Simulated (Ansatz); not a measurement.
**HBeGa, singlet in cc-pVDZ: errors against full CI**

Geometry: a point of a breathe scan, not a stationary point.

```yaml
atoms:
  - { symbol: Ga, position_ang: [0.0000, 0.0111, 0.4131] }
  - { symbol: Be, position_ang: [0.0000, -0.2833, -2.9714] }
  - { symbol: H, position_ang: [0.0000, 1.7641, -2.0065] }
```

Basis cc-pVDZ; Ansatz 0.2.0. Correlated methods freeze the noble-gas cores and the filled d shells of p-block atoms, which leaves 6 electrons in 31 orbitals. R marks a restricted (for open shells ROHF) determinant, U an unrestricted one. Active spaces: valence = (6e, 9o) chosen from the atoms' valence shells; pair = (2e, 2o) about the gap. No spin–orbit coupling is included, and no scalar relativity.

Full CI is exact within this basis and frozen core; it isn't the basis-set limit. The frozen core follows each run's orbitals, which can shift R against U totals by a few meV for light atoms and by up to 0.1 eV past Ca.

RHF is unstable: UHF (⟨S²⟩ = 1.05) lies 0.47 eV below the lowest RHF solution. Higher spins weren't run at this geometry and may lie near or lower.

* UHF ⟨S²⟩: 1.055
* T1 diagnostic (RCCSD): 0.0512
* largest doubles amplitude (RCCSD): 0.133

| level | E − E(RHF) (eV) |
| --- | --- |
| RMP2 | -2.3126 |
| RCCSD | -3.3376 |
| RCCSD(T) | -3.5026 |

Estimate how far full CI in cc-pVDZ lies from RCCSD(T). The table doesn't fix it; the size of (T) and the diagnostics are the guide.

Full CI in cc-pVDZ lies 2.82 mEh below RCCSD(T), which is 47 % of the (T) step (-6.07 mEh). T1 is raised, a doubles amplitude is large, RHF is unstable towards spin polarisation, and the rest is a large part of (T). The miss exceeds 1 kcal/mol.

The other levels:

```tsv
level	E − E(full CI) (mEh)	share of correlation (%)	wall time
CISD	19.18	85.42	0.96 s
BCCD(T)	2.95	97.75	1.2 s
RCCSDT	0.87	99.34	–
RCCSDT(Q)	-0.01	100.00	2.5 s
CASSCF (pair space)	106.78	18.83	–
NEVPT2 (pair space)	39.83	69.72	2.3 s
MRCISD (pair space)	11.49	91.27	–
MRCISD+Q (pair space)	-3.04	102.31	2.4 s
CASSCF (valence space)	36.81	72.02	–
NEVPT2 (valence space)	10.29	92.18	4 s
MRCISD (valence space)	1.76	98.66	–
MRCISD+Q (valence space)	0.58	99.56	5.5 s
```

The correlation energy at full CI, counted from RHF, is -3.579 eV. That run took 65 s on 1 thread of Arm Neoverse V2, shared host over 10,116,793 determinants.

Run but not shown, since their state, orbitals or frozen core can't be matched to the reference's or they repeat it: UHF.

Times hold each run's SCF and search for its determinant on a shared host, so for small cases they say little of a method's own cost; they ran on 1 thread of Arm Neoverse V2.

Not variational, and here over 5 meV under the exact energy: MRCISD+Q (pair space).

The full-CI state has the irrep A' of Cs, in the program's axes.

Natural occupations of full CI about the gap: 1.912 1.854 1.747 0.163 0.106 0.053 0.049 0.036 0.034 0.008; effectively unpaired electrons, Σ n²(2−n)², 0.46.
